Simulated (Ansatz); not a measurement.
Input file:

```yaml
crystal:
  periodic: [false, false, false]
  atoms:
    - {symbol: Al, position_ang: [0.000000, 0.000000, 0.000000]}
    - {symbol: P, position_ang: [0.000000, 0.000000, 2.208000]}
basis:
  gaussian: {orbitals: 6-31G}
magnetization: {spin_polarized: false}
correlation: {method: ccsd, electrons: outside_noble_gas}
```

```sh
$ ansatz run in.yaml --threads 1 --pin off --events-out ev --progress --plain --max-ram 2393MiB
```

Log:

```
278 factors; integrals over basis functions are off by at most 1.1e-4 eV
mean field evaluation 1: about -15847.4187 eV, gradient 2.0e1 eV
mean field evaluation 2: about -15847.4216 eV, gradient 2.0e1 eV
mean field evaluation 4: about -15849.8706 eV, gradient 1.4e0 eV
mean field evaluation 8: about -15849.9004 eV, gradient 2.3e-3 eV
mean field evaluation 16: about -15850.1082 eV, gradient 1.5e0 eV
mean field evaluation 32: about -15849.9001 eV, gradient 8.8e-2 eV
mean field evaluation 64: about -15843.0301 eV, gradient 1.5e-1 eV
mean field evaluation 96: about -15850.1357 eV, gradient 1.5e-6 eV
mean field evaluation 128: about -15850.1357 eV, gradient 6.9e-2 eV
mean field evaluation 160: about -15850.1357 eV, gradient 2.8e-4 eV
...
cycle   1  -3.44587241 eV  change    1.0e-3 eV  update   3.3e-3
cycle   2  -3.44716011 eV  change   -1.3e-3 eV  update   2.6e-3
cycle   3  -3.44553136 eV  change    1.6e-3 eV  update   1.3e-3
cycle   4  -3.44642131 eV  change   -8.9e-4 eV  update   6.0e-4
cycle   5  -3.44679601 eV  change   -3.7e-4 eV  update   1.7e-4
cycle   6  -3.44689528 eV  change   -9.9e-5 eV  update   5.7e-5
cycle   7  -3.44691326 eV  change   -1.8e-5 eV  update   2.0e-5
cycle   8  -3.44692345 eV  change   -1.0e-5 eV  update   6.5e-6
cycle   9  -3.44693099 eV  change   -7.5e-6 eV  update   3.2e-6
cycle  10  -3.44693630 eV  change   -5.3e-6 eV  update   1.2e-6
WARN: the results are in doubt because among natural orbitals full CI differs from the method by -0.199 eV
Total energy: -15853.34733235 eV, -582.5997686791 hartree
In doubt: among natural orbitals full CI differs from the method by -0.199 eV
```

Ran on 1 thread of Arm Neoverse V2, shared host: 1.3 s wall, 0.07 GiB peak host memory.
